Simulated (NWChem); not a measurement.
Molecule: SiH$_{2}$, singlet; SMILES [SiH2]

Program: NWChem. Low-valent species are run as closed-shell singlets; no triplet was tried in these runs. Structure relaxed at the B3LYP/6-31G* (spherical d) level. Vertical excitations in the gas phase; the lowest state need not have the same character in each row.

| level | lowest excitation, singlet (eV) | oscillator strength of that lowest state | lowest state with f > 0.02, singlet (eV) | oscillator strength of that bright state | lowest triplet (eV) | orbital gap (eV) |
|---|---|---|---|---|---|---|
| PBE/def2-SVPD, full TDDFT | 2.29 | 0.011 | 6.13 | 0.168 | 0.53 | 1.79 |
| B3LYP/def2-SVPD, full TDDFT | 2.36 | 0.012 | 6.26 | 0.173 | 0.77 | 3.39 |
| LDA (Slater exchange, VWN5)/def2-SVPD, full TDDFT | (withheld) | 0.009 | 6.09 | 0.176 | (withheld) | (withheld) |
| BHandHLYP/def2-SVPD, full TDDFT | 2.40 | 0.014 | 6.50 | 0.183 | 0.48 | 5.72 |

Complete the blanks.


- LDA (Slater exchange, VWN5)/def2-SVPD, full TDDFT, lowest excitation, singlet (eV): 2.16
- LDA (Slater exchange, VWN5)/def2-SVPD, full TDDFT, lowest triplet (eV): 0.96
- LDA (Slater exchange, VWN5)/def2-SVPD, full TDDFT, orbital gap (eV): 1.62
